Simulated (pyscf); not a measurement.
This saddle point was located with ωB97X-D3(BJ)/def2-SVP in PySCF.

```xyz
10

N     -0.2436     0.0550    -1.1350
Si    -0.5000    -0.5584     0.6528
H      0.0118    -0.5972    -2.2238
H      0.5225     0.7377    -1.1534
H     -1.0705     0.5839    -1.4347
H      0.8006    -1.2582     0.8358
H     -1.6322    -1.4924     0.4070
N     -0.8437     0.2054     2.1898
H     -1.7583     0.6247     2.3333
H     -0.1246     0.7792     2.6216
```
Charge 0, spin multiplicity 2.

Surface: doublet, charge 0. Lowest wavenumbers (cm⁻¹): 1762i, 121, 237, 284, 397.

Q: Which two sides does it connect, and which bonds change?

A: H₂N–SiH₂–NH₂ (SMILES N[SiH2]N) + H• (SMILES [H]) ⇌ NH₃ (SMILES N) + H₂N–SiH₂• (SMILES N[SiH2]), a substitution at N read from left to right: N–Si broken and H–N formed. At CCSD(T)/def2-TZVPP + ΔMP2(QZVPP) it lies +17.7 kcal/mol from the left side and +21.2 kcal/mol from the right (each side as separated species at their lowest minima found). The same reactants have a lower exit, to H₂N–SiH•–NH₂ + H₂ (barrier +4.2 kcal/mol at ωB97M-D3(BJ), against +18.8 kcal/mol here). One saddle was located; it need not be the lowest between these sides. The angle at the attacked N is 131°. The CCSD(T) − MP2 part came from Ansatz, without density fitting, on the same reference.
